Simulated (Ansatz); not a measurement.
Predict the output of the script below (Ansatz 0.2.0, Python API).

Script `run_energy.py`:
```python
'''Electronic structure of the C5H5F molecule.'''

from pathlib import Path
import json
import warnings

import ansatz as az
from ase import Atoms
import numpy as np


def main() -> None:
    warnings.simplefilter('ignore', az.DeckWarning)

    atoms = Atoms(['C', 'C', 'C', 'C', 'C', 'F', 'H', 'H', 'H', 'H', 'H'], positions=[
        (-1.7114, 0.1883, -0.2861),
        (-0.5024, -0.6794, -0.1779),
        (0.6509, -0.2719, 0.3038),
        (1.9734, -0.5271, 0.6217),
        (1.4689, 0.7096, 0.848),
        (1.971, 1.7517, 0.1643),
        (-2.0293, 0.2562, -1.331),
        (-1.5284, 1.2032, 0.0813),
        (-2.5325, -0.2419, 0.2956),
        (-0.5996, -1.7048, -0.5234),
        (2.8394, -0.6838, 0.0037),
    ])
    geometry = az.Crystal.molecule_from_ase(atoms)

    calc = geometry.calculation().basis(gaussian='STO-3G').functional('pbe').forces().orbitals()
    result = calc.run(runs_dir='runs')
    rep = result.report

    print(f'E = {rep["free_energy_ev"]:.6f} eV = {rep["free_energy_ev"] / 27.211386246:.7f} Ha')
    print('converged:', rep['converged'], ' doubts:', rep['published_state_doubts'] or 'none')

    state = rep['mean_field']['state']
    print(f'mean field: {state["energy"]["hartree"]:.7f} Ha, <S^2> = {abs(state["spin_squared"]):.4f}, stability: {state.get("stability", {}).get("kind")}')

    symbols = [site.symbol for site in geometry.cartesian_sites]
    forces = np.array(rep['forces_ev_ang'])
    print('largest force', round(float(np.linalg.norm(forces, axis=1).max()), 4), 'eV/A, rms', round(float(np.sqrt((forces ** 2).mean())), 4))

    charges = rep['charge_distribution']
    print('dipole moment', round(4.803205 * float(np.linalg.norm(charges['dipole_moment_e_ang'])), 3), 'D')
    print('Mulliken:', [(s, round(q, 3)) for s, q in zip(symbols, charges['mulliken_charges_e'])])

    lines = Path(rep['orbitals_path']).read_text().splitlines()
    field_of = lambda key: [line.split('=')[1].strip() for line in lines if line.startswith(key)]
    orbitals = [(27.211386 * float(e), s, float(n)) for e, s, n in zip(field_of('Ene='), field_of('Spin='), field_of('Occup='))]
    homo = max(e for e, _, n in orbitals if n > 0.5)
    lumo = min(e for e, _, n in orbitals if n < 0.5)
    print(f'HOMO {homo:.3f} eV, LUMO {lumo:.3f} eV, gap {lumo - homo:.3f} eV')
    with open('c5h5f.json', 'w') as handle:
        json.dump({k: rep[k] for k in ('free_energy_ev', 'reference_energy_ev', 'n_occupied', 'n_virtual')}, handle, indent=1)


if __name__ == '__main__':
    main()
```

```console
$ python run_energy.py
E = -7864.587408 eV = -289.0182564 Ha
converged: True  doubts: none
mean field: -289.0182564 Ha, <S^2> = 0.0000, stability: minimum
largest force 6.4951 eV/A, rms 1.7328
dipole moment 0.965 D
Mulliken: [('C', -0.245), ('C', -0.116), ('C', -0.027), ('C', -0.116), ('C', 0.053), ('F', -0.002), ('H', 0.086), ('H', 0.086), ('H', 0.089), ('H', 0.084), ('H', 0.107)]
HOMO -2.643 eV, LUMO -0.772 eV, gap 1.871 eV
```

`c5h5f.json`, as written:
```json
{
 "free_energy_ev": -7864.587407739665,
 "reference_energy_ev": -7864.587407739665,
 "n_occupied": [
  22,
  22
 ],
 "n_virtual": [
  13,
  13
 ]
}
```

Notes:
- The settings weren't tested for convergence.
- The geometry is a force-field or estimated start, not a minimum of this method, and the basis set is short of its limit.
- Levels such as HOMO and LUMO are orbital energies: with these approximate functionals they aren't the ionisation energy and electron affinity, and their gap isn't the fundamental gap.
- The orbitals are restricted, and with so small a gap a broken-symmetry state can lie lower.
- It ran for 2.4 s on 1 thread of Arm Neoverse V1, with other jobs on the host, peak memory 0.16 GiB.
